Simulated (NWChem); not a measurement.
System: SiH4; SMILES [SiH4]

Input file for NWChem:

```
start job
memory heap 200 mb stack 900 mb global 1100 mb
geometry units angstroms
  Si     0.000000     0.000000     0.000000
  H     -0.861779     0.861779     0.861806
  H      0.861779    -0.861779     0.861806
  H      0.861779     0.861779    -0.861806
  H     -0.861779    -0.861779    -0.861806
end
basis spherical
  * library 6-31g*
end
dft
  xc b3lyp
  iterations 150
end
driver
  maxiter 120
end
task dft optimize
task dft freq
```

The level has its own optimisation; frequencies are unscaled.

### Question
Predict the main results of this run. (B3LYP/6-31G* (spherical d).) Quantities: r H–Si (Å); highest harmonic frequency (cm⁻¹); lowest (cm⁻¹); zero-point energy (kcal/mol).

### Answer
```yaml
r H–Si (Å): 1.486
highest harmonic frequency (cm⁻¹): 2267
lowest (cm⁻¹): 917
zero-point energy (kcal/mol): 19.7
```
